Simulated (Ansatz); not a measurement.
# C4H5Cl: up Jacob's ladder to CCSD(T)

An exercise on one series of results from a longer session: the logs are not shown, and one member is left open.

The runs use Ansatz 0.2.0, Gaussian basis; functionals in def2-TZVPP, the program's frozen cores in correlated methods.

Plan: LDA (SPW92), PBE-D4, revPBE-D4, BLYP-D4, r2SCAN-D4, B97M-V, PBE0-D4, B3LYP-D4, r2SCANh-D4, r2SCAN0-D4, HSE06-D4, BHLYP-D4, CAM-B3LYP-D4, LC-ωPBE, ωB97X-V, ωB97M-V, B2PLYP, PBE-QIDH; CCSD(T)/def2-SVP; CCSD(T)/def2-TZVPP; MP2/def2-QZVPP; extrapolation to the limit; RPA on PBE.

## The geometry

The geometry comes from an earlier relaxation with PBE0-D4 in a triple-zeta def2 set; it is a stationary point, not always the lowest conformer.

SMILES `ClC1C=CC1`, 10 atoms, charge 0, spin multiplicity 1.

Atoms are counted from 1 here; the program's logs count them from 0.

Bond lengths: Cl1–C2 1.786 Å, C2–C3 1.498 Å, C2–C5 1.553 Å, C2–H6 1.090 Å, C3–C4 1.334 Å, C3–H7 1.082 Å, C4–C5 1.508 Å, C4–H8 1.084 Å, C5–H9 1.091 Å, C5–H10 1.093 Å. Angles: Cl1–C2–C3 116.7°, Cl1–C2–C5 116.1°, Cl1–C2–H6 106.1°, C3–C2–C5 86.8°, C3–C2–H6 116.0°, C5–C2–H6 114.8°, C2–C3–C4 93.4°, C2–C3–H7 131.6°, C4–C3–H7 134.9°, C3–C4–C5 94.8°, C3–C4–H8 133.3°, C5–C4–H8 131.9°, C2–C5–C4 84.8°, C2–C5–H9 112.9°, C2–C5–H10 115.6°, C4–C5–H9 115.2°, C4–C5–H10 117.3°, H9–C5–H10 109.4°.

The first run:

File in.yaml:

```yaml
crystal:
  periodic: [false, false, false]
  atoms:
    - {symbol: Cl, position_ang: [-1.871297, 0.122211, 1.528169]}
    - {symbol: C, position_ang: [-0.286644, 0.407456, 0.756035]}
    - {symbol: C, position_ang: [0.607783, -0.782963, 0.595766]}
    - {symbol: C, position_ang: [0.670732, -0.658032, -0.730821]}
    - {symbol: C, position_ang: [-0.289029, 0.503810, -0.794008]}
    - {symbol: H, position_ang: [0.148496, 1.266085, 1.267042]}
    - {symbol: H, position_ang: [1.050601, -1.452143, 1.322055]}
    - {symbol: H, position_ang: [1.227575, -1.179579, -1.500194]}
    - {symbol: H, position_ang: [-1.262829, 0.279422, -1.231929]}
    - {symbol: H, position_ang: [0.087711, 1.442633, -1.209115]}
basis:
  gaussian: {orbitals: def2-TZVPP}
hamiltonian: {xc: lda}
output: {orbitals: {seedname: orbitals}}
```

Among the steps run: LDA; PBE-D4 (GGA); revPBE-D4 (GGA); BLYP-D4 (GGA); r2SCAN-D4 (meta-GGA); B97M-V (meta-GGA); PBE0-D4 (hybrid); B3LYP-D4 (hybrid); r2SCANh-D4 (hybrid); r2SCAN0-D4 (hybrid); HSE06-D4 (hybrid); BHLYP-D4 (hybrid); CAM-B3LYP-D4 (range-separated); LC-ωPBE (range-separated); ωB97X-V (range-separated); ωB97M-V (range-separated); B2PLYP (double hybrid); PBE-QIDH (double hybrid).

One of the session's tables, all rows but one given; the rest of the session is left out.

It belongs to the step «Orbital energies across the functionals». 

| functional | HOMO (eV) | gap (eV) |
| --- | --- | --- |
| LDA (SPW92) | -6.66 | 5.13 |
| PBE-D4 | -6.51 | 5.21 |
| revPBE-D4 | ? | ? |
| BLYP-D4 | -6.35 | 5.19 |
| r2SCAN-D4 | -6.74 | 5.66 |
| B97M-V | -6.77 | 5.77 |
| PBE0-D4 | -7.68 | 7.43 |
| B3LYP-D4 | -7.45 | 6.96 |
| r2SCANh-D4 | -7.17 | 6.48 |
| r2SCAN0-D4 | -7.83 | 7.70 |
| HSE06-D4 | -7.28 | 6.65 |
| BHLYP-D4 | -8.66 | 9.56 |
| CAM-B3LYP-D4 | -8.99 | 9.91 |
| LC-ωPBE | -10.39 | 12.51 |
| ωB97X-V | -10.00 | 12.03 |
| ωB97M-V | -9.89 | 11.79 |

Estimate the missing values for revPBE-D4.

The run gave: HOMO (eV): -6.46; gap (eV): 5.25. In the column «HOMO (eV)» it lies between PBE-D4 (-6.51) and BLYP-D4 (-6.35).
